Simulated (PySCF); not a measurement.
H₃O₄P.
Numbering: `[O:1]=[P:2]([OH:3])([OH:4])[OH:5]` (hydrogens: H6 on O3; H7 on O4; H8 on O5)

Method: PySCF, PBE0-D3(BJ)/def2-SVP geometry optimisation, gas phase; density fitting, grid level 1; the optimiser is geomeTRIC in internal coordinates, started from a GFN2-xTB structure with every atom displaced at random (about 0.01 Å).

Step 0: E = -17506.8999 eV
```
atom  x, y, z in Å  |  force x, y, z in eV/Å
O1      0.6090   -0.2502    1.6260   -0.287   0.055  -0.060
P2      0.0033   -0.1105    0.2888    1.416   0.171   0.190
O3     -0.5617    1.3468   -0.0972    0.084   0.101   0.192
O4      1.0692   -0.4293   -0.9046   -1.932   0.610  -0.466
O5     -1.2343   -1.0359   -0.0356   -0.044  -0.416   0.627
H6     -0.1655    1.9984    0.5020   -0.109  -0.029  -0.179
H7      1.8847   -0.6849   -0.5213    1.456  -0.497   0.682
H8     -1.5496   -0.8537   -0.9105   -0.584   0.007  -0.985
```

Q: Estimate the geometry and energy of step 1. (The exact step hangs on the optimiser's Hessian estimate; all steps are aligned on step 0, rigid shifts and turns removed.)

A: E = -17506.9531 eV, largest force 0.737 eV/Å
```
atom  x, y, z in Å  |  force x, y, z in eV/Å
O1      0.5865   -0.2194    1.6447    0.175  -0.056   0.310
P2      0.0686   -0.0950    0.2790   -0.689  -0.156  -0.210
O3     -0.4523    1.3700   -0.1460    0.038  -0.097  -0.241
O4      1.0832   -0.4671   -0.9038    0.538  -0.112  -0.132
O5     -1.2138   -1.0151   -0.0403    0.130   0.122  -0.058
H6     -0.3320    1.9922    0.5764    0.038   0.133   0.182
H7      1.9542   -0.7423   -0.5681   -0.418   0.140  -0.057
H8     -1.6392   -0.8424   -0.8943    0.187   0.025   0.206
```

The energy changes by -0.0532 eV. The first-order estimate −F·Δx gives -0.1786 eV and the mean of the old and new forces, exact on a quadratic surface, -0.0615 eV. The step makes an angle of 79° with the force vector and moves no atom by more than 0.182 Å.

The cost below is that of the whole optimisation. On one thread of an Arm Neoverse V1, shared host with 64 logical CPUs at a one-minute load of 27, this took 13 s and 0.39 GiB of memory at its peak.
